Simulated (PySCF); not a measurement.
Stepwise substitution at one centre (Al F-Br). Gas-phase values, no solvent. Strings in code marks are SMILES.

These are B3LYP-D3(BJ)/def2-TZVP (PySCF) values and carry that method's errors. B3LYP has the VWN-RPA correlation part, as in Gaussian. Excitations are Tamm–Dancoff values on a coarser integration grid. The basis has no diffuse functions, so Rydberg states are missing or too high.

```
species                                         T1 excitation (TDA) (eV)  S1–T1 gap (TDA) (eV)
----------------------------------------------  ------------------------  --------------------
0 of 3 F replaced by Br (`[F][Al]([F])[F]`)                         7.89                  0.23
1 of 3 F replaced by Br (`[Al]([F])([Br])[F]`)                      5.75                  0.29
2 of 3 F replaced by Br (`[Br][Al]([F])[Br]`)                       5.48                  0.29
3 of 3 F replaced by Br                                             5.22                  0.27
```
